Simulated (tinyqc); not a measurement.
Worked calculation (part 1 of 2): ROHF in the sto-3g basis, for OH+, spin multiplicity 3. Computed by tinyqc, a small Python program that keeps every step (integrals from PySCF). Settings: charge = 1, multiplicity = 3, basis = sto-3g, energy threshold = 1e-08, iteration cap = 53, orthogonalisation = symmetric, start = atomic densities, DIIS depth = 4, DIIS from iteration = 3, method = ROHF. Command: `OMP_NUM_THREADS=1 python tinyqc.py 29826 29827 out.jsonl` (the two numbers bound the seeds that draw the settings). One thread of a shared host (Intel(R) Xeon(R) Processor @ 2.60GHz), about 0.07 s of CPU time with the checks. Later iterations appear only in the table of the cycle.

## One-electron integrals

Geometry (angstrom):
```
atom       x       y       z
O     0.0000  0.0000  0.0000
H     0.0000  0.0000  0.9500
```

Basis sto-3g: exponents (1/bohr^2) and contraction coefficients of normalised primitives:
```
element  l (shell)  exponent  coefficient
O            s (1)  130.7093       0.1543
O            s (1)   23.8089       0.5353
O            s (1)    6.4436       0.4446
O            s (2)    5.0332      -0.1000
O            s (2)    1.1696       0.3995
O            s (2)    0.3804       0.7001
O            p (3)    5.0332       0.1559
O            p (3)    1.1696       0.6077
O            p (3)    0.3804       0.3920
H            s (1)    3.4253       0.1543
H            s (1)    0.6239       0.5353
H            s (1)    0.1689       0.4446
```

Overlap, kinetic and nuclear-attraction integrals over the contracted functions; the nuclear repulsion is the sum of Za Zb / Rab.

nuclear repulsion = 4.456229 hartree

overlap S, order 1O 1s, 1O 2s, 1O 2px, 1O 2py, 1O 2pz, 2H 1s:
$$\begin{pmatrix}
1.0000 & 0.2367 & 0.0000 & 0.0000 & 0.0000 & 0.0549 \\
0.2367 & 1.0000 & 0.0000 & 0.0000 & 0.0000 & 0.4795 \\
0.0000 & 0.0000 & 1.0000 & 0.0000 & 0.0000 & 0.0000 \\
0.0000 & 0.0000 & 0.0000 & 1.0000 & 0.0000 & 0.0000 \\
0.0000 & 0.0000 & 0.0000 & 0.0000 & 1.0000 & 0.3959 \\
0.0549 & 0.4795 & 0.0000 & 0.0000 & 0.3959 & 1.0000
\end{pmatrix}$$

kinetic energy T (hartree), order 1O 1s, 1O 2s, 1O 2px, 1O 2py, 1O 2pz, 2H 1s:
$$\begin{pmatrix}
29.0032 & -0.1680 & 0.0000 & 0.0000 & 0.0000 & -0.0020 \\
-0.1680 & 0.8081 & 0.0000 & 0.0000 & 0.0000 & 0.1321 \\
0.0000 & 0.0000 & 2.5287 & 0.0000 & 0.0000 & 0.0000 \\
0.0000 & 0.0000 & 0.0000 & 2.5287 & 0.0000 & 0.0000 \\
0.0000 & 0.0000 & 0.0000 & 0.0000 & 2.5287 & 0.2899 \\
-0.0020 & 0.1321 & 0.0000 & 0.0000 & 0.2899 & 0.7600
\end{pmatrix}$$

nuclear attraction V (hartree), order 1O 1s, 1O 2s, 1O 2px, 1O 2py, 1O 2pz, 2H 1s:
$$\begin{pmatrix}
-61.1755 & -7.3149 & 0.0000 & 0.0000 & -0.0158 & -1.7479 \\
-7.3149 & -9.6012 & 0.0000 & 0.0000 & -0.1849 & -3.6975 \\
0.0000 & 0.0000 & -9.4860 & 0.0000 & 0.0000 & 0.0000 \\
0.0000 & 0.0000 & 0.0000 & -9.4860 & 0.0000 & 0.0000 \\
-0.0158 & -0.1849 & 0.0000 & 0.0000 & -9.6131 & -2.7739 \\
-1.7479 & -3.6975 & 0.0000 & 0.0000 & -2.7739 & -5.5162
\end{pmatrix}$$

core Hamiltonian H = T + V (hartree), order 1O 1s, 1O 2s, 1O 2px, 1O 2py, 1O 2pz, 2H 1s:
$$\begin{pmatrix}
-32.1723 & -7.4829 & 0.0000 & 0.0000 & -0.0158 & -1.7499 \\
-7.4829 & -8.7931 & 0.0000 & 0.0000 & -0.1849 & -3.5654 \\
0.0000 & 0.0000 & -6.9573 & 0.0000 & 0.0000 & 0.0000 \\
0.0000 & 0.0000 & 0.0000 & -6.9573 & 0.0000 & 0.0000 \\
-0.0158 & -0.1849 & 0.0000 & 0.0000 & -7.0844 & -2.4840 \\
-1.7499 & -3.5654 & 0.0000 & 0.0000 & -2.4840 & -4.7562
\end{pmatrix}$$

## Two-electron integrals

Functions are numbered as in S; the eight-fold symmetry (ij|kl) = (ji|kl) = (kl|ij) leaves the list below.

Two-electron integrals (ij|kl) in chemists' order, unique and non-zero (hartree):
```
(11|11) 4.7851   (21|11) 0.7414   (21|21) 0.1369   (22|11) 1.1189
(22|21) 0.2566   (22|22) 0.8172   (31|31) 0.0245   (32|31) 0.0378
(32|32) 0.1805   (33|11) 1.1158   (33|21) 0.2567   (33|22) 0.8170
(33|33) 0.8802   (41|41) 0.0245   (42|41) 0.0378   (42|42) 0.1805
(43|43) 0.0474   (44|11) 1.1158   (44|21) 0.2567   (44|22) 0.8170
(44|33) 0.7853   (44|44) 0.8802   (51|51) 0.0245   (52|51) 0.0378
(52|52) 0.1805   (53|53) 0.0474   (54|54) 0.0474   (55|11) 1.1158
(55|21) 0.2567   (55|22) 0.8170   (55|33) 0.7853   (55|44) 0.7853
(55|55) 0.8802   (61|11) 0.1748   (61|21) 0.0320   (61|22) 0.0595
(61|33) 0.0594   (61|44) 0.0594   (61|51) 0.0015   (61|52) 0.0027
(61|55) 0.0598   (61|61) 0.0076   (62|11) 0.4087   (62|21) 0.0948
(62|22) 0.3324   (62|33) 0.3269   (62|44) 0.3269   (62|51) 0.0071
(62|52) 0.0532   (62|55) 0.3431   (62|61) 0.0226   (62|62) 0.1649
(63|31) 0.0101   (63|32) 0.0582   (63|53) 0.0112   (63|63) 0.0240
(64|41) 0.0101   (64|42) 0.0582   (64|54) 0.0112   (64|64) 0.0240
(65|11) 0.2871   (65|21) 0.0675   (65|22) 0.2528   (65|33) 0.2412
(65|44) 0.2412   (65|51) 0.0146   (65|52) 0.0968   (65|55) 0.2756
(65|61) 0.0168   (65|62) 0.1523   (65|65) 0.1631   (66|11) 0.5354
(66|21) 0.1263   (66|22) 0.5059   (66|33) 0.4853   (66|44) 0.4853
(66|51) 0.0127   (66|52) 0.1293   (66|55) 0.5465   (66|61) 0.0303
(66|62) 0.3103   (66|65) 0.3274   (66|66) 0.7746
```

## Orthogonalisation

S = U s U^T; symmetric (Loewdin) form X = U s^(-1/2) U^T, so that X^T S X = 1.

eigenvalues of S: [0.3640, 0.8398, 1.0000, 1.0000, 1.1293, 1.6669]

X, order 1O 1s, 1O 2s, 1O 2px, 1O 2py, 1O 2pz, 2H 1s:
$$\begin{pmatrix}
1.0232 & -0.1344 & 0.0000 & 0.0000 & -0.0094 & 0.0246 \\
-0.1344 & 1.1497 & 0.0000 & 0.0000 & 0.1034 & -0.3307 \\
0.0000 & 0.0000 & 1.0000 & 0.0000 & 0.0000 & 0.0000 \\
0.0000 & 0.0000 & 0.0000 & 1.0000 & 0.0000 & 0.0000 \\
-0.0094 & 0.1034 & 0.0000 & 0.0000 & 1.0837 & -0.2684 \\
0.0246 & -0.3307 & 0.0000 & 0.0000 & -0.2684 & 1.2076
\end{pmatrix}$$

## Starting guess

The start is atomic minimal-basis densities projected into this basis (PySCF's MINAO start) and scaled to the electron count of each spin; this density is not idempotent, so its energy is not variational and may lie below the converged one.

D(alpha) at the start, order 1O 1s, 1O 2s, 1O 2px, 1O 2py, 1O 2pz, 2H 1s:
$$\begin{pmatrix}
1.1936 & -0.2760 & 0.0000 & 0.0000 & 0.0090 & -0.0116 \\
-0.2760 & 1.1738 & 0.0000 & 0.0000 & -0.0467 & 0.0320 \\
0.0000 & 0.0000 & 0.7280 & 0.0000 & 0.0000 & 0.0000 \\
0.0000 & 0.0000 & 0.0000 & 0.7280 & 0.0000 & 0.0000 \\
0.0090 & -0.0467 & 0.0000 & 0.0000 & 0.6657 & 0.0658 \\
-0.0116 & 0.0320 & 0.0000 & 0.0000 & 0.0658 & 0.5599
\end{pmatrix}$$

D(beta) at the start, order 1O 1s, 1O 2s, 1O 2px, 1O 2py, 1O 2pz, 2H 1s:
$$\begin{pmatrix}
0.7162 & -0.1656 & 0.0000 & 0.0000 & 0.0054 & -0.0070 \\
-0.1656 & 0.7043 & 0.0000 & 0.0000 & -0.0280 & 0.0192 \\
0.0000 & 0.0000 & 0.4368 & 0.0000 & 0.0000 & 0.0000 \\
0.0000 & 0.0000 & 0.0000 & 0.4368 & 0.0000 & 0.0000 \\
0.0054 & -0.0280 & 0.0000 & 0.0000 & 0.3994 & 0.0395 \\
-0.0070 & 0.0192 & 0.0000 & 0.0000 & 0.0395 & 0.3359
\end{pmatrix}$$

## Iteration 1: building the Fock matrix

J_ij = sum D_kl (ij|kl) with D = D(alpha) + D(beta), K_ij = sum D_kl (ik|jl) for each spin; F = H + J - K(s); E = tr D H + tr D J / 2 - 0.5 sum_s tr D(s) K(s) + E_nn.

Coulomb J (hartree), order 1O 1s, 1O 2s, 1O 2px, 1O 2py, 1O 2pz, 2H 1s:
$$\begin{pmatrix}
14.9487 & 2.7842 & 0.0000 & 0.0000 & 0.0101 & 0.6518 \\
2.7842 & 6.7570 & 0.0000 & 0.0000 & 0.1157 & 2.7664 \\
0.0000 & 0.0000 & 6.7319 & 0.0000 & 0.0000 & 0.0000 \\
0.0000 & 0.0000 & 0.0000 & 6.7319 & 0.0000 & 0.0000 \\
0.0101 & 0.1157 & 0.0000 & 0.0000 & 6.7862 & 2.1477 \\
0.6518 & 2.7664 & 0.0000 & 0.0000 & 2.1477 & 4.3483
\end{pmatrix}$$

exchange K(alpha) (hartree), order 1O 1s, 1O 2s, 1O 2px, 1O 2py, 1O 2pz, 2H 1s:
$$\begin{pmatrix}
5.5174 & 0.9329 & 0.0000 & 0.0000 & 0.0097 & 0.2393 \\
0.9329 & 1.4824 & 0.0000 & 0.0000 & 0.0792 & 0.7333 \\
0.0000 & 0.0000 & 0.9455 & 0.0000 & 0.0000 & 0.0000 \\
0.0000 & 0.0000 & 0.0000 & 0.9455 & 0.0000 & 0.0000 \\
0.0097 & 0.0792 & 0.0000 & 0.0000 & 1.0087 & 0.4802 \\
0.2393 & 0.7333 & 0.0000 & 0.0000 & 0.4802 & 0.8157
\end{pmatrix}$$

exchange K(beta) (hartree), order 1O 1s, 1O 2s, 1O 2px, 1O 2py, 1O 2pz, 2H 1s:
$$\begin{pmatrix}
3.3104 & 0.5598 & 0.0000 & 0.0000 & 0.0058 & 0.1436 \\
0.5598 & 0.8895 & 0.0000 & 0.0000 & 0.0475 & 0.4400 \\
0.0000 & 0.0000 & 0.5673 & 0.0000 & 0.0000 & 0.0000 \\
0.0000 & 0.0000 & 0.0000 & 0.5673 & 0.0000 & 0.0000 \\
0.0058 & 0.0475 & 0.0000 & 0.0000 & 0.6052 & 0.2881 \\
0.1436 & 0.4400 & 0.0000 & 0.0000 & 0.2881 & 0.4894
\end{pmatrix}$$

F(alpha) (hartree), order 1O 1s, 1O 2s, 1O 2px, 1O 2py, 1O 2pz, 2H 1s:
$$\begin{pmatrix}
-22.7409 & -5.6316 & 0.0000 & 0.0000 & -0.0153 & -1.3374 \\
-5.6316 & -3.5185 & 0.0000 & 0.0000 & -0.1484 & -1.5323 \\
0.0000 & 0.0000 & -1.1709 & 0.0000 & 0.0000 & 0.0000 \\
0.0000 & 0.0000 & 0.0000 & -1.1709 & 0.0000 & 0.0000 \\
-0.0153 & -0.1484 & 0.0000 & 0.0000 & -1.3069 & -0.8165 \\
-1.3374 & -1.5323 & 0.0000 & 0.0000 & -0.8165 & -1.2236
\end{pmatrix}$$

F(beta) (hartree), order 1O 1s, 1O 2s, 1O 2px, 1O 2py, 1O 2pz, 2H 1s:
$$\begin{pmatrix}
-20.5340 & -5.2585 & 0.0000 & 0.0000 & -0.0114 & -1.2416 \\
-5.2585 & -2.9255 & 0.0000 & 0.0000 & -0.1167 & -1.2390 \\
0.0000 & 0.0000 & -0.7927 & 0.0000 & 0.0000 & 0.0000 \\
0.0000 & 0.0000 & 0.0000 & -0.7927 & 0.0000 & 0.0000 \\
-0.0114 & -0.1167 & 0.0000 & 0.0000 & -0.9034 & -0.6244 \\
-1.2416 & -1.2390 & 0.0000 & 0.0000 & -0.6244 & -0.8973
\end{pmatrix}$$

total energy of this density = -69.643465 hartree

This density is the starting one; it is not idempotent, so its energy is not variational and may lie below the converged one.

## Iteration 1: Roothaan effective Fock matrix

With projectors Pc = D(beta) S, Po = (D(alpha) - D(beta)) S, Pv = 1 - D(alpha) S, the block xy is Px^T F Py; with Fc = (F(alpha) + F(beta))/2, the blocks are Fc for cc, oo, vv and cv, F(beta) for co and F(alpha) for ov.

effective F (hartree), order 1O 1s, 1O 2s, 1O 2px, 1O 2py, 1O 2pz, 2H 1s:
$$\begin{pmatrix}
-20.8326 & -5.2873 & 0.0000 & 0.0000 & 0.0030 & -1.2509 \\
-5.2873 & -2.9009 & 0.0000 & 0.0000 & -0.0659 & -1.1391 \\
0.0000 & 0.0000 & -0.9637 & 0.0000 & 0.0000 & 0.0000 \\
0.0000 & 0.0000 & 0.0000 & -0.9637 & 0.0000 & 0.0000 \\
0.0030 & -0.0659 & 0.0000 & 0.0000 & -1.0528 & -0.6360 \\
-1.2509 & -1.1391 & 0.0000 & 0.0000 & -0.6360 & -0.8449
\end{pmatrix}$$

## Iteration 1: diagonalisation and new density

Diagonalise F' = X^T F X, C = X C', fill 5 alpha and 3 beta electrons from the bottom; D(s) = C_occ C_occ^T. Each column has its largest component positive (the first on a tie).

F' = X^T F X (hartree):
$$\begin{pmatrix}
-20.4647 & -2.6523 & 0.0000 & 0.0000 & -0.0146 & -0.2185 \\
-2.6523 & -1.8980 & 0.0000 & 0.0000 & 0.0703 & -0.4520 \\
0.0000 & 0.0000 & -0.9637 & 0.0000 & 0.0000 & 0.0000 \\
0.0000 & 0.0000 & 0.0000 & -0.9637 & 0.0000 & 0.0000 \\
-0.0146 & 0.0703 & 0.0000 & 0.0000 & -0.9077 & -0.4192 \\
-0.2185 & -0.4520 & 0.0000 & 0.0000 & -0.4192 & -0.3157
\end{pmatrix}$$

orbital energies (hartree): MO1 -20.8399, MO2 -1.6610, MO3 -1.0965, MO4 -0.9637, MO5 -0.9637, MO6 0.0114

coefficients C, order 1O 1s, 1O 2s, 1O 2px, 1O 2py, 1O 2pz, 2H 1s:
$$\begin{pmatrix}
0.9948 & -0.2571 & 0.0529 & 0.0000 & 0.0000 & 0.0843 \\
0.0223 & 0.9954 & -0.2723 & 0.0000 & 0.0000 & -0.6281 \\
0.0000 & 0.0000 & 0.0000 & 0.1553 & 0.9879 & 0.0000 \\
0.0000 & 0.0000 & 0.0000 & 0.9879 & -0.1553 & 0.0000 \\
0.0020 & 0.1073 & 0.8586 & 0.0000 & 0.0000 & -0.7131 \\
-0.0053 & 0.0496 & 0.2754 & 0.0000 & 0.0000 & 1.2498
\end{pmatrix}$$

D(alpha) after iteration 1, order 1O 1s, 1O 2s, 1O 2px, 1O 2py, 1O 2pz, 2H 1s:
$$\begin{pmatrix}
1.0586 & -0.2482 & 0.0000 & 0.0000 & 0.0198 & -0.0035 \\
-0.2482 & 1.0655 & 0.0000 & 0.0000 & -0.1269 & -0.0257 \\
0.0000 & 0.0000 & 1.0000 & 0.0000 & 0.0000 & 0.0000 \\
0.0000 & 0.0000 & 0.0000 & 1.0000 & 0.0000 & 0.0000 \\
0.0198 & -0.1269 & 0.0000 & 0.0000 & 0.7486 & 0.2418 \\
-0.0035 & -0.0257 & 0.0000 & 0.0000 & 0.2418 & 0.0783
\end{pmatrix}$$

D(beta) after iteration 1, order 1O 1s, 1O 2s, 1O 2px, 1O 2py, 1O 2pz, 2H 1s:
$$\begin{pmatrix}
1.0586 & -0.2482 & 0.0000 & 0.0000 & 0.0198 & -0.0035 \\
-0.2482 & 1.0655 & 0.0000 & 0.0000 & -0.1269 & -0.0257 \\
0.0000 & 0.0000 & 0.0000 & 0.0000 & 0.0000 & 0.0000 \\
0.0000 & 0.0000 & 0.0000 & 0.0000 & 0.0000 & 0.0000 \\
0.0198 & -0.1269 & 0.0000 & 0.0000 & 0.7486 & 0.2418 \\
-0.0035 & -0.0257 & 0.0000 & 0.0000 & 0.2418 & 0.0783
\end{pmatrix}$$

Within a degenerate level the vectors are fixed only up to a rotation; this is one choice.

## Iteration 2: building the Fock matrix

As before.

Coulomb J (hartree), order 1O 1s, 1O 2s, 1O 2px, 1O 2py, 1O 2pz, 2H 1s:
$$\begin{pmatrix}
15.9987 & 2.9532 & 0.0000 & 0.0000 & -0.0019 & 0.6907 \\
2.9532 & 7.0018 & 0.0000 & 0.0000 & 0.0197 & 2.7992 \\
0.0000 & 0.0000 & 6.9647 & 0.0000 & 0.0000 & 0.0000 \\
0.0000 & 0.0000 & 0.0000 & 6.9647 & 0.0000 & 0.0000 \\
-0.0019 & 0.0197 & 0.0000 & 0.0000 & 7.0531 & 2.1199 \\
0.6907 & 2.7992 & 0.0000 & 0.0000 & 2.1199 & 4.2161
\end{pmatrix}$$

exchange K(alpha) (hartree), order 1O 1s, 1O 2s, 1O 2px, 1O 2py, 1O 2pz, 2H 1s:
$$\begin{pmatrix}
4.9090 & 0.8492 & 0.0000 & 0.0000 & 0.0016 & 0.2079 \\
0.8492 & 1.4054 & 0.0000 & 0.0000 & -0.0106 & 0.5757 \\
0.0000 & 0.0000 & 1.1668 & 0.0000 & 0.0000 & 0.0000 \\
0.0000 & 0.0000 & 0.0000 & 1.1668 & 0.0000 & 0.0000 \\
0.0016 & -0.0106 & 0.0000 & 0.0000 & 1.0943 & 0.4201 \\
0.2079 & 0.5757 & 0.0000 & 0.0000 & 0.4201 & 0.5075
\end{pmatrix}$$

exchange K(beta) (hartree), order 1O 1s, 1O 2s, 1O 2px, 1O 2py, 1O 2pz, 2H 1s:
$$\begin{pmatrix}
4.8600 & 0.7736 & 0.0000 & 0.0000 & 0.0016 & 0.1876 \\
0.7736 & 1.0443 & 0.0000 & 0.0000 & -0.0106 & 0.4594 \\
0.0000 & 0.0000 & 0.2392 & 0.0000 & 0.0000 & 0.0000 \\
0.0000 & 0.0000 & 0.0000 & 0.2392 & 0.0000 & 0.0000 \\
0.0016 & -0.0106 & 0.0000 & 0.0000 & 0.9994 & 0.3977 \\
0.1876 & 0.4594 & 0.0000 & 0.0000 & 0.3977 & 0.4595
\end{pmatrix}$$

F(alpha) (hartree), order 1O 1s, 1O 2s, 1O 2px, 1O 2py, 1O 2pz, 2H 1s:
$$\begin{pmatrix}
-21.0825 & -5.3789 & 0.0000 & 0.0000 & -0.0193 & -1.2670 \\
-5.3789 & -3.1967 & 0.0000 & 0.0000 & -0.1546 & -1.3420 \\
0.0000 & 0.0000 & -1.1594 & 0.0000 & 0.0000 & 0.0000 \\
0.0000 & 0.0000 & 0.0000 & -1.1594 & 0.0000 & 0.0000 \\
-0.0193 & -0.1546 & 0.0000 & 0.0000 & -1.1256 & -0.7842 \\
-1.2670 & -1.3420 & 0.0000 & 0.0000 & -0.7842 & -1.0476
\end{pmatrix}$$

F(beta) (hartree), order 1O 1s, 1O 2s, 1O 2px, 1O 2py, 1O 2pz, 2H 1s:
$$\begin{pmatrix}
-21.0336 & -5.3033 & 0.0000 & 0.0000 & -0.0193 & -1.2468 \\
-5.3033 & -2.8356 & 0.0000 & 0.0000 & -0.1546 & -1.2256 \\
0.0000 & 0.0000 & -0.2318 & 0.0000 & 0.0000 & 0.0000 \\
0.0000 & 0.0000 & 0.0000 & -0.2318 & 0.0000 & 0.0000 \\
-0.0193 & -0.1546 & 0.0000 & 0.0000 & -1.0307 & -0.7618 \\
-1.2468 & -1.2256 & 0.0000 & 0.0000 & -0.7618 & -0.9995
\end{pmatrix}$$

total energy of this density = -74.010433 hartree

## Iteration 2: Roothaan effective Fock matrix

As before.

effective F (hartree), order 1O 1s, 1O 2s, 1O 2px, 1O 2py, 1O 2pz, 2H 1s:
$$\begin{pmatrix}
-21.0580 & -5.3411 & 0.0000 & 0.0000 & -0.0193 & -1.2569 \\
-5.3411 & -3.0161 & 0.0000 & 0.0000 & -0.1546 & -1.2838 \\
0.0000 & 0.0000 & -0.6956 & 0.0000 & 0.0000 & 0.0000 \\
0.0000 & 0.0000 & 0.0000 & -0.6956 & 0.0000 & 0.0000 \\
-0.0193 & -0.1546 & 0.0000 & 0.0000 & -1.0781 & -0.7730 \\
-1.2569 & -1.2838 & 0.0000 & 0.0000 & -0.7730 & -1.0236
\end{pmatrix}$$

## Iteration 2: diagonalisation and new density

As before.

F' = X^T F X (hartree):
$$\begin{pmatrix}
-20.6872 & -2.6757 & 0.0000 & 0.0000 & -0.0349 & -0.1939 \\
-2.6757 & -1.9592 & 0.0000 & 0.0000 & 0.0331 & -0.5548 \\
0.0000 & 0.0000 & -0.6956 & 0.0000 & 0.0000 & 0.0000 \\
0.0000 & 0.0000 & 0.0000 & -0.6956 & 0.0000 & 0.0000 \\
-0.0349 & 0.0331 & 0.0000 & 0.0000 & -0.8831 & -0.5366 \\
-0.1939 & -0.5548 & 0.0000 & 0.0000 & -0.5366 & -0.4013
\end{pmatrix}$$

orbital energies (hartree): MO1 -21.0656, MO2 -1.8127, MO3 -1.1313, MO4 -0.6956, MO5 -0.6956, MO6 0.0788

coefficients C, order 1O 1s, 1O 2s, 1O 2px, 1O 2py, 1O 2pz, 2H 1s:
$$\begin{pmatrix}
0.9948 & -0.2434 & 0.0931 & 0.0000 & 0.0000 & 0.0903 \\
0.0227 & 0.9199 & -0.4482 & 0.0000 & 0.0000 & -0.6422 \\
0.0000 & 0.0000 & 0.0000 & 0.9354 & 0.3536 & 0.0000 \\
0.0000 & 0.0000 & 0.0000 & -0.3536 & 0.9354 & 0.0000 \\
0.0035 & 0.1977 & 0.7916 & 0.0000 & 0.0000 & -0.7690 \\
-0.0063 & 0.1401 & 0.3372 & 0.0000 & 0.0000 & 1.2276
\end{pmatrix}$$

D(alpha) after iteration 2, order 1O 1s, 1O 2s, 1O 2px, 1O 2py, 1O 2pz, 2H 1s:
$$\begin{pmatrix}
1.0575 & -0.2431 & 0.0000 & 0.0000 & 0.0291 & -0.0090 \\
-0.2431 & 1.0477 & 0.0000 & 0.0000 & -0.1728 & -0.0224 \\
0.0000 & 0.0000 & 1.0000 & 0.0000 & 0.0000 & 0.0000 \\
0.0000 & 0.0000 & 0.0000 & 1.0000 & 0.0000 & 0.0000 \\
0.0291 & -0.1728 & 0.0000 & 0.0000 & 0.6657 & 0.2946 \\
-0.0090 & -0.0224 & 0.0000 & 0.0000 & 0.2946 & 0.1333
\end{pmatrix}$$

D(beta) after iteration 2, order 1O 1s, 1O 2s, 1O 2px, 1O 2py, 1O 2pz, 2H 1s:
$$\begin{pmatrix}
1.0575 & -0.2431 & 0.0000 & 0.0000 & 0.0291 & -0.0090 \\
-0.2431 & 1.0477 & 0.0000 & 0.0000 & -0.1728 & -0.0224 \\
0.0000 & 0.0000 & 0.0000 & 0.0000 & 0.0000 & 0.0000 \\
0.0000 & 0.0000 & 0.0000 & 0.0000 & 0.0000 & 0.0000 \\
0.0291 & -0.1728 & 0.0000 & 0.0000 & 0.6657 & 0.2946 \\
-0.0090 & -0.0224 & 0.0000 & 0.0000 & 0.2946 & 0.1333
\end{pmatrix}$$

Within a degenerate level the vectors are fixed only up to a rotation; this is one choice.

## Iteration 3: building the Fock matrix

As before.

Coulomb J (hartree), order 1O 1s, 1O 2s, 1O 2px, 1O 2py, 1O 2pz, 2H 1s:
$$\begin{pmatrix}
15.8998 & 2.9314 & 0.0000 & 0.0000 & -0.0034 & 0.6856 \\
2.9314 & 6.9521 & 0.0000 & 0.0000 & 0.0232 & 2.7900 \\
0.0000 & 0.0000 & 6.9156 & 0.0000 & 0.0000 & 0.0000 \\
0.0000 & 0.0000 & 0.0000 & 6.9156 & 0.0000 & 0.0000 \\
-0.0034 & 0.0232 & 0.0000 & 0.0000 & 7.0025 & 2.1209 \\
0.6856 & 2.7900 & 0.0000 & 0.0000 & 2.1209 & 4.2434
\end{pmatrix}$$

exchange K(alpha) (hartree), order 1O 1s, 1O 2s, 1O 2px, 1O 2py, 1O 2pz, 2H 1s:
$$\begin{pmatrix}
4.9058 & 0.8469 & 0.0000 & 0.0000 & 0.0023 & 0.2070 \\
0.8469 & 1.3941 & 0.0000 & 0.0000 & -0.0215 & 0.5825 \\
0.0000 & 0.0000 & 1.1628 & 0.0000 & 0.0000 & 0.0000 \\
0.0000 & 0.0000 & 0.0000 & 1.1628 & 0.0000 & 0.0000 \\
0.0023 & -0.0215 & 0.0000 & 0.0000 & 1.0570 & 0.4331 \\
0.2070 & 0.5825 & 0.0000 & 0.0000 & 0.4331 & 0.5565
\end{pmatrix}$$

exchange K(beta) (hartree), order 1O 1s, 1O 2s, 1O 2px, 1O 2py, 1O 2pz, 2H 1s:
$$\begin{pmatrix}
4.8568 & 0.7712 & 0.0000 & 0.0000 & 0.0023 & 0.1868 \\
0.7712 & 1.0331 & 0.0000 & 0.0000 & -0.0215 & 0.4661 \\
0.0000 & 0.0000 & 0.2352 & 0.0000 & 0.0000 & 0.0000 \\
0.0000 & 0.0000 & 0.0000 & 0.2352 & 0.0000 & 0.0000 \\
0.0023 & -0.0215 & 0.0000 & 0.0000 & 0.9621 & 0.4107 \\
0.1868 & 0.4661 & 0.0000 & 0.0000 & 0.4107 & 0.5085
\end{pmatrix}$$

F(alpha) (hartree), order 1O 1s, 1O 2s, 1O 2px, 1O 2py, 1O 2pz, 2H 1s:
$$\begin{pmatrix}
-21.1783 & -5.3984 & 0.0000 & 0.0000 & -0.0215 & -1.2713 \\
-5.3984 & -3.2351 & 0.0000 & 0.0000 & -0.1402 & -1.3580 \\
0.0000 & 0.0000 & -1.2045 & 0.0000 & 0.0000 & 0.0000 \\
0.0000 & 0.0000 & 0.0000 & -1.2045 & 0.0000 & 0.0000 \\
-0.0215 & -0.1402 & 0.0000 & 0.0000 & -1.1390 & -0.7962 \\
-1.2713 & -1.3580 & 0.0000 & 0.0000 & -0.7962 & -1.0693
\end{pmatrix}$$

F(beta) (hartree), order 1O 1s, 1O 2s, 1O 2px, 1O 2py, 1O 2pz, 2H 1s:
$$\begin{pmatrix}
-21.1293 & -5.3228 & 0.0000 & 0.0000 & -0.0215 & -1.2511 \\
-5.3228 & -2.8740 & 0.0000 & 0.0000 & -0.1402 & -1.2416 \\
0.0000 & 0.0000 & -0.2769 & 0.0000 & 0.0000 & 0.0000 \\
0.0000 & 0.0000 & 0.0000 & -0.2769 & 0.0000 & 0.0000 \\
-0.0215 & -0.1402 & 0.0000 & 0.0000 & -1.0441 & -0.7739 \\
-1.2511 & -1.2416 & 0.0000 & 0.0000 & -0.7739 & -1.0212
\end{pmatrix}$$

total energy of this density = -74.027318 hartree

## Iteration 3: Roothaan effective Fock matrix

As before.

effective F (hartree), order 1O 1s, 1O 2s, 1O 2px, 1O 2py, 1O 2pz, 2H 1s:
$$\begin{pmatrix}
-21.1538 & -5.3606 & 0.0000 & 0.0000 & -0.0215 & -1.2612 \\
-5.3606 & -3.0545 & 0.0000 & 0.0000 & -0.1402 & -1.2998 \\
0.0000 & 0.0000 & -0.7407 & 0.0000 & 0.0000 & 0.0000 \\
0.0000 & 0.0000 & 0.0000 & -0.7407 & 0.0000 & 0.0000 \\
-0.0215 & -0.1402 & 0.0000 & 0.0000 & -1.0915 & -0.7851 \\
-1.2612 & -1.2998 & 0.0000 & 0.0000 & -0.7851 & -1.0452
\end{pmatrix}$$
